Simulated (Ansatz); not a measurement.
A run for Ansatz (a quantum-chemistry and plane-wave program): R-B3LYP/def2-TZVPP on formic acid (SMILES O=CO), atoms moved off the minimum.

Ansatz 0.2 input:
```yaml
crystal:
  periodic: [false, false, false]
  atoms:
    - {symbol: O, position_ang: [0.89552514, -0.72214332, 0.07167492]}
    - {symbol: C, position_ang: [-0.34264558, -0.14086052, 0.08493162]}
    - {symbol: O, position_ang: [-0.49892451, 0.96705939, -0.01373990]}
    - {symbol: H, position_ang: [1.55780862, 0.09920583, -0.21916281]}
    - {symbol: H, position_ang: [-0.98538476, -0.85127230, 0.00155214]}
basis:
  gaussian:
    orbitals: def2-TZVPP
hamiltonian:
  xc: {name: B3LYP}
scf: {lower_state_search: off}
output: {forces: true}
```

**Question.** Give the final energy of this run.

**Answer.** -189.8108 hartree.
